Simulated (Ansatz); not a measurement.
## Nudged elastic band run: FH5SSi

Input:

```yaml
crystal:
  periodic: [false, false, false]
  atoms:
    - { symbol: Si, position_ang: [0.743733, 0.195168, -0.315236] }
    - { symbol: H, position_ang: [1.276791, 0.570313, 1.030042] }
    - { symbol: H, position_ang: [1.786207, -0.55055, -1.084913] }
    - { symbol: H, position_ang: [0.334349, 1.420764, -1.064757] }
    - { symbol: F, position_ang: [-0.558182, -0.776877, -0.122398] }
    - { symbol: S, position_ang: [-3.830034, -0.25895, 1.333496] }
    - { symbol: H, position_ang: [-2.652878, -0.584761, 0.729373] }
    - { symbol: H, position_ang: [-3.535484, -0.993906, 2.442095] }
basis:
  gaussian: { orbitals: "6-31G*" }
hamiltonian:
  xc: blyp
neb:
  order_check: false
  images: 6
  f_tol: 0.03
  max_iterations: 60
  climbing: false
  final_atoms:
    - { symbol: Si, position_ang: [-0.50710981, -0.06238831, -1.02845491] }
    - { symbol: H, position_ang: [-0.01657332, 0.49699151, 4.36036991] }
    - { symbol: H, position_ang: [0.3746033, -1.10204685, -0.42204678] }
    - { symbol: H, position_ang: [-0.08198674, 1.32756119, -0.70154505] }
    - { symbol: F, position_ang: [-0.45641312, -0.2747314, -2.64132953] }
    - { symbol: S, position_ang: [-2.50496178, -0.20580602, -0.21909135] }
    - { symbol: H, position_ang: [-2.61989759, -1.56026269, -0.33300638] }
    - { symbol: H, position_ang: [-0.62315895, 0.40188357, 3.93280608] }
  initial_path:
    images:
      - { positions_ang: [[0.743733, 0.195168, -0.315236], [1.276791, 0.570313, 1.030042], [1.786207, -0.55055, -1.084913], [0.334349, 1.420764, -1.064757], [-0.558182, -0.776877, -0.122398], [-3.830034, -0.25895, 1.333496], [-2.652878, -0.584761, 0.729373], [-3.535484, -0.993906, 2.442095]] }
      - { positions_ang: [[0.53116773, 0.12416381, -0.22920224], [0.91917053, 0.41123219, 1.24844954], [1.66671294, -0.43294084, -0.92257287], [0.05711857, 1.3438618, -0.91378023], [-0.63261011, -0.93522201, -0.22608602], [-3.3988486, -0.15926472, 1.17805028], [-2.78892654, -0.63864697, 0.53243044], [-2.78928251, -0.69198225, 2.2804131]] }
      - { positions_ang: [[0.31860247, 0.05315962, -0.14316848], [0.56155005, 0.25215137, 1.46685708], [1.54721887, -0.31533168, -0.76023274], [-0.22011186, 1.2669596, -0.76280346], [-0.70703822, -1.09356703, -0.32977404], [-2.9676632, -0.05957944, 1.02260456], [-2.92497508, -0.69253294, 0.33548788], [-2.04308102, -0.39005851, 2.11873119]] }
      - { positions_ang: [[0.1060372, -0.01784457, -0.05713472], [0.20392958, 0.09307056, 1.68526461], [1.42772481, -0.19772252, -0.59789261], [-0.49734229, 1.1900574, -0.61182669], [-0.78146634, -1.25191204, -0.43346206], [-2.53647781, 0.04010584, 0.86715884], [-3.06102363, -0.7464189, 0.13854532], [-1.29687953, -0.08813476, 1.95704929]] }
      - { positions_ang: [[-0.07265463, -0.05463833, -0.15902313], [0.01916324, 0.08259606, 2.16102574], [1.22606714, -0.27650779, -0.50319743], [-0.55681882, 1.17674271, -0.55993926], [-0.76692792, -1.18017695, -0.79330942], [-2.34718177, 0.04769783, 0.64536065], [-3.05631214, -0.88577629, -0.01322316], [-0.88083309, 0.11126375, 2.17000802]] }
      - { positions_ang: [[-0.21747302, -0.05722166, -0.44883372], [0.00725105, 0.22072788, 2.89414046], [0.94224586, -0.55168748, -0.47614722], [-0.39854146, 1.22701554, -0.60714119], [-0.66342299, -0.87836177, -1.40931612], [-2.39977511, -0.03680345, 0.35720998], [-2.91084062, -1.11060509, -0.11981757], [-0.79494171, 0.20813703, 2.75760737]] }
      - { positions_ang: [[-0.36229141, -0.05980498, -0.73864431], [-0.00466113, 0.3588597, 3.62725519], [0.65842458, -0.82686716, -0.449097], [-0.2402641, 1.27728837, -0.65434312], [-0.55991805, -0.57654659, -2.02532282], [-2.45236844, -0.12130474, 0.06905932], [-2.76536911, -1.33543389, -0.22641197], [-0.70905033, 0.3050103, 3.34520673]] }
      - { positions_ang: [[-0.50710981, -0.06238831, -1.02845491], [-0.01657332, 0.49699151, 4.36036991], [0.3746033, -1.10204685, -0.42204678], [-0.08198674, 1.32756119, -0.70154505], [-0.45641312, -0.2747314, -2.64132953], [-2.50496178, -0.20580602, -0.21909135], [-2.61989759, -1.56026269, -0.33300638], [-0.62315895, 0.40188357, 3.93280608]] }
```

Command:

```bash
$ ansatz run input.yaml --threads 1 --pin off --max-ram 2048MiB --backend cpu --events-out ev --progress --plain --runs-dir out
```

Output, in part (warnings, iteration lines, the closing report on the highest movable image, with atoms numbered from 0):

```
NEB end point (image 0): max|allowed force component| = 1.680e-2 eV/Å (the criterion of neb.relax_end_points is 1.000e-2)
NEB end point (image 7): max|allowed force component| = 3.482e-3 eV/Å (the criterion of neb.relax_end_points is 1.000e-2)
NEB iter   1: max|band force component| = 2.862e1 eV/Å  barrier→ = 6.1120 eV  barrier← = 6.5401 eV  Δτ_max = 0.1977 Å  (211 SCF iters)
NEB iter   2: max|band force component| = 8.563e0 eV/Å  barrier→ = 2.2889 eV  barrier← = 2.7170 eV  Δτ_max = 0.2000 Å  (181 SCF iters)
NEB iter   3: max|band force component| = 3.861e0 eV/Å  barrier→ = 1.3748 eV  barrier← = 1.8029 eV  Δτ_max = 0.2000 Å  (171 SCF iters)
NEB iter   4: max|band force component| = 1.478e0 eV/Å  barrier→ = 1.6317 eV  barrier← = 2.0598 eV  Δτ_max = 0.1936 Å  (169 SCF iters)
NEB iter   5: max|band force component| = 1.028e0 eV/Å  barrier→ = 1.6754 eV  barrier← = 2.1035 eV  Δτ_max = 0.1979 Å  (164 SCF iters)
NEB iter   6: max|band force component| = 6.754e-1 eV/Å  barrier→ = 1.4436 eV  barrier← = 1.8717 eV  Δτ_max = 0.1989 Å  (156 SCF iters)
NEB iter   7: max|band force component| = 6.591e-1 eV/Å  barrier→ = 1.3046 eV  barrier← = 1.7327 eV  Δτ_max = 0.0997 Å  (167 SCF iters)
NEB iter   8: max|band force component| = 5.100e-1 eV/Å  barrier→ = 1.1924 eV  barrier← = 1.6205 eV  Δτ_max = 0.1007 Å  (159 SCF iters)
NEB iter   9: max|band force component| = 8.385e-1 eV/Å  barrier→ = 1.1275 eV  barrier← = 1.5556 eV  Δτ_max = 0.0500 Å  (158 SCF iters)
NEB iter  10: max|band force component| = 2.016e-1 eV/Å  barrier→ = 1.0095 eV  barrier← = 1.4376 eV  Δτ_max = 0.1001 Å  (157 SCF iters)
NEB iter  11: max|band force component| = 2.669e-1 eV/Å  barrier→ = 0.9390 eV  barrier← = 1.3671 eV  Δτ_max = 0.0503 Å  (156 SCF iters)
NEB iter  12: max|band force component| = 4.645e-1 eV/Å  barrier→ = 0.9138 eV  barrier← = 1.3419 eV  Δτ_max = 0.0252 Å  (155 SCF iters)
NEB iter  13: max|band force component| = 1.054e-1 eV/Å  barrier→ = 0.9105 eV  barrier← = 1.3386 eV  Δτ_max = 0.0501 Å  (156 SCF iters)
NEB iter  14: max|band force component| = 7.076e-2 eV/Å  barrier→ = 0.9120 eV  barrier← = 1.3401 eV  Δτ_max = 0.0500 Å  (153 SCF iters)
NEB iter  15: max|band force component| = 1.087e-1 eV/Å  barrier→ = 0.9153 eV  barrier← = 1.3434 eV  Δτ_max = 0.0250 Å  (152 SCF iters)
NEB iter  16: max|band force component| = 3.929e-2 eV/Å  barrier→ = 0.9212 eV  barrier← = 1.3493 eV  Δτ_max = 0.0287 Å  (144 SCF iters)
NEB iter  17: max|band force component| = 4.942e-2 eV/Å  barrier→ = 0.9231 eV  barrier← = 1.3512 eV  Δτ_max = 0.0144 Å  (148 SCF iters)
NEB iter  18: max|band force component| = 2.493e-2 eV/Å  barrier→ = 0.9281 eV  barrier← = 1.3562 eV  Δτ_max = 0.0000 Å  (302 SCF iters)
Total energy: -21509.51174606 eV, -790.4599769969 hartree
Atom 0 at     0.029290    -0.059299    -0.176092 Å, force     0.667323    -0.043985     0.248785 eV/Å
Atom 1 at    -0.119950    -0.333819     1.340029 Å, force     0.228600    -0.164003    -0.801528 eV/Å
Atom 2 at     1.479403    -0.294839    -0.155712 Å, force     0.692224     0.066775    -0.540021 eV/Å
Atom 3 at    -0.313554     1.351857    -0.546395 Å, force     0.125715    -0.097358     0.218068 eV/Å
Atom 4 at    -0.559208    -1.059449    -1.332067 Å, force    -0.078373    -0.033904     0.513636 eV/Å
Atom 5 at    -2.642673     0.194707     0.860257 Å, force    -0.424152     0.087114     0.690026 eV/Å
Atom 6 at    -2.734427    -1.119023     1.213408 Å, force    -0.135479     0.008215    -0.058234 eV/Å
Atom 7 at    -1.574380     0.341065     1.744274 Å, force    -1.075859     0.177146    -0.270733 eV/Å
Dipole moment:    -0.039531    -0.000762     0.351324 e Å
```

It converged. No image climbed, so the highest image needn't sit at the top of the path. The orbitals stay closed-shell, which can raise the energy where a bond breaks towards radicals; this wasn't checked here.

Final band (atoms are numbered from 1 in the order of the input):

```json
{"image": "0", "path coordinate (Å)": "0.00", "energy (eV)": "0.00", "Si1–H2 (Å)": "1.49", "S6–H8 (Å)": "1.36", "Si1–S6 (Å)": "4.88"}
{"image": "1", "path coordinate (Å)": "1.42", "energy (eV)": "0.01", "Si1–H2 (Å)": "1.49", "S6–H8 (Å)": "1.36", "Si1–S6 (Å)": "4.33"}
{"image": "2", "path coordinate (Å)": "2.83", "energy (eV)": "0.08", "Si1–H2 (Å)": "1.50", "S6–H8 (Å)": "1.36", "Si1–S6 (Å)": "3.90"}
{"image": "3", "path coordinate (Å)": "4.25", "energy (eV)": "0.93", "Si1–H2 (Å)": "1.55", "S6–H8 (Å)": "1.39", "Si1–S6 (Å)": "2.88"}
{"image": "4", "path coordinate (Å)": "5.66", "energy (eV)": "0.63", "Si1–H2 (Å)": "2.40", "S6–H8 (Å)": "2.29", "Si1–S6 (Å)": "2.27"}
{"image": "5", "path coordinate (Å)": "7.08", "energy (eV)": "-0.38", "Si1–H2 (Å)": "3.61", "S6–H8 (Å)": "3.04", "Si1–S6 (Å)": "2.16"}
{"image": "6", "path coordinate (Å)": "8.49", "energy (eV)": "-0.43", "Si1–H2 (Å)": "4.63", "S6–H8 (Å)": "3.72", "Si1–S6 (Å)": "2.16"}
{"image": "7", "path coordinate (Å)": "9.91", "energy (eV)": "-0.43", "Si1–H2 (Å)": "5.44", "S6–H8 (Å)": "4.60", "Si1–S6 (Å)": "2.16"}
```

Run time: 3.3 min on 1 thread of Arm Neoverse V1 (shared host), peak memory 0.11 GiB.
